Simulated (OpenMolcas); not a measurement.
# C2HF2 (SMILES [CH]=C(F)F): the energy, rung by rung

The species is C2HF2 (5 atoms), meant as a doublet with charge 0. As SMILES, `[CH]=C(F)F`. The shape is that of a PBE0-D4/def2-TZVP optimisation.

```
atom    x (Å)    y (Å)    z (Å)
   C  -0.0282   0.9127  -0.0149
   C   0.1636  -0.3661   0.1246
   F   1.0438  -0.9117   0.9325
   F  -0.4926  -1.3132  -0.5203
   H  -0.6366   1.6045  -0.5634
```

Quantity: the energy change with the C1–C2 bond stretched from 1.301 to 1.496 Å, in eV. The values are calculated.

```csv
level,kind,program,value (eV),CPU time (all runs)
UHF/aug-cc-pVDZ,Hartree–Fock,OpenMolcas,0.68,35 s
USVWN5/aug-cc-pVDZ,LDA,OpenMolcas,0.78,67 s
U-revPBE/aug-cc-pVDZ,GGA,OpenMolcas,0.64,98 s
UPBE/aug-cc-pVDZ,GGA,OpenMolcas,0.68,95 s
U-r2SCAN/aug-cc-pVDZ,meta-GGA,OpenMolcas,0.77,2.4 min
UM06-L/aug-cc-pVDZ,meta-GGA,OpenMolcas,0.82,2.4 min
UB3LYP/aug-cc-pVDZ,global hybrid,OpenMolcas,0.80,99 s
UPBE0/aug-cc-pVDZ,global hybrid,OpenMolcas,0.84,99 s
```

The first shape isn't each level's own minimum. The values span 0.64 to 0.84 eV. Spin contamination of the reference (⟨S²⟩ at least 0.1 too high) touches UHF/aug-cc-pVDZ. CPU times are rough (shared hosts, several kinds of processor and program).
